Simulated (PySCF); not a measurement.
# Functional dependence of a UV spectrum

Thiazole, C3H3NS.
SMILES: `C1=CSC=N1`

Linear-response calculations in the def2-SVPD basis (PySCF; singlets by full response, triplets Tamm–Dancoff, core orbitals frozen in the response; HF means time-dependent Hartree–Fock). 'Strongest' is the level of largest summed f among the singlets computed (10 roots, of which the last may lack a degenerate partner); it can jump between rows when another state enters that window. S1 is the lowest singlet of each run and needn't be the same state throughout; f(S1) is that of one state. Isolated species at its PBE0-D3(BJ)/def2-SVP geometry, gas phase.

```
functional                               kind  S1 (eV)  f(S1)  strongest (eV)  T1 (eV)  HOMO (eV)  gap (eV)  ionisation energy, ΔSCF (eV)
       LDA                                LDA     4.77  0.000            7.20     4.07      -6.58      4.54                          9.81
       PBE                                GGA     4.86  0.000            6.01     3.89      -6.38      4.55                          9.54
     B3LYP  global hybrid, 20% exact exchange     5.29  0.000            7.46     3.86      -7.19      6.05                          9.54
      PBE0  global hybrid, 25% exact exchange     5.41  0.000            7.64     3.83      -7.42      6.48                          9.53
 BHandHLYP  global hybrid, 50% exact exchange     5.83  0.001            7.69     3.76      -8.25      8.36                          9.33
 CAM-B3LYP             range-separated hybrid     5.52  0.000            7.78     3.85      -8.66      8.84                          9.56
   LC-wPBE             range-separated hybrid     5.62  0.001            7.81     3.80     -10.01     11.25                          9.65
        HF                       Hartree–Fock     5.97  0.108            8.19     3.33      -9.45     11.71                   not settled
```

**Question.** What does wB97X-D (range-separated hybrid) give?

**Answer.** S1 (eV) 5.52, f(S1) 0.000, strongest (eV) 7.85, T1 (eV) 3.94, HOMO (eV) -9.22, gap (eV) 10.05, ionisation energy, ΔSCF (eV) 9.55. S1 runs from 4.77 eV (LDA) to 5.97 eV (HF), a spread of 1.20 eV, while the orbital gap spreads over 7.2 eV. Along PBE (0%), B3LYP (20%), PBE0 (25%), BHandHLYP (50%), HF (100%) S1 rises with the share of exact exchange. −ε(HOMO) comes closest to its own ΔSCF ionisation energy with wB97X-D (-0.33 eV) and misses most with LDA (-3.23 eV). 'Not settled' means that the ion's SCF failed to converge or may have ended in another state than the lowest.
